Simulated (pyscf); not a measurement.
One four-centre exchange on the singlet surface with elements of a group swapped. ωB97M-D3(BJ)/def2-TZVP, kcal/mol, from the separated reactants. Optimised with ωB97X-D3(BJ)/def2-SVP in PySCF.

```json
[
 {"step": "`[SiH3][SiH3]` + `[FH]` → `[F][SiH3]` + `[SiH4]`", "barrier": "34.3", "reaction energy": "-32.1", "imaginary mode (i cm⁻¹)": "1230"},
 {"step": "`[SiH3][SiH3]` + `[ClH]` -> `[SiH3][Cl]` + `[SiH4]`", "barrier": "?", "reaction energy": "?", "imaginary mode (i cm⁻¹)": "1009"},
 {"step": "`[GeH3][GeH3]` + `[FH]` → `[F][GeH3]` + `[GeH4]`", "barrier": "43.6", "reaction energy": "-7.6", "imaginary mode (i cm⁻¹)": "1042"}
]
```

### Question
Some entries are withheld; supply them.

### Answer

- `[SiH3][SiH3]` + `[ClH]` -> `[SiH3][Cl]` + `[SiH4]`, barrier: 36.8
- `[SiH3][SiH3]` + `[ClH]` -> `[SiH3][Cl]` + `[SiH4]`, reaction energy: -23.2

Each row is the saddle that its search found. Elements up to Kr have no core potential and no relativistic terms here.
